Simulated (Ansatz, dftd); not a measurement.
Reaction: C2H7S+ (SMILES C[SH+]C) → C2H7S+ (SMILES C(C)[SH2+])
Each species at its own B3LYP-D3(BJ)/def2-TZVP minimum (Ansatz, a quantum-chemistry and plane-wave program).

Wanted: isomerisation energy (electronic), in kcal/mol. Radicals and triplets start from unrestricted determinants; spin-orbit coupling is neglected. Correlated methods leave the cores frozen. Rows without X2C or -DK are non-relativistic. CBS(X,Y): correlation extrapolated as X^-3, Hartree-Fock from the larger set. A bracket is a step between two methods taken in the basis named. The functionals are non-relativistic, so their misses hold any scalar relativity. Double hybrids freeze cores in their MP2 part. 'core' is core correlation in cc-pwCVTZ (1s frozen past Ne), 'X2C' scalar relativity in cc-pVTZ-DK, both at CCSD(T).

Compared with CCSD(T)/CBS(cc-pV(T+d)Z,cc-pV(Q+d)Z) + [CCSDT(Q) - CCSD(T)]/cc-pV(D+d)Z + core + X2C (Ansatz): 8.3 kcal/mol.

Costs are rough ratios of core time, to one figure, on one kind of shared machine, summed over the single points of the molecules; atoms, geometries and frequencies are left out. The first row took roughly 10 core seconds; short runs hold start-up time.

| level | program | cost relative to the first row | difference (kcal/mol) |
|---|---|---|---|
| PBE/def2-TZVPD | Ansatz | 1 | -0.1 |
| PBE0-D4/def2-TZVPD | Ansatz + dftd4 | 1 | 0.0 |
| r2SCAN/def2-TZVPD | Ansatz | 1 | 0.3 |
| B2PLYP/def2-TZVPD | Ansatz | 2 | 0.0 |
| B2GP-PLYP-D3(BJ)/def2-TZVPD | Ansatz + dftd3 | 2 | 0.0 |
| B2GP-PLYP-D4/def2-TZVPD | Ansatz + dftd4 | 2 | -0.1 |
| CCSD(T)/cc-pV(T+d)Z | Ansatz | 10 | -0.7 |

The dearest row costs roughly 10 times the first. Costs within a factor of two don't rank. The table holds for this case alone.
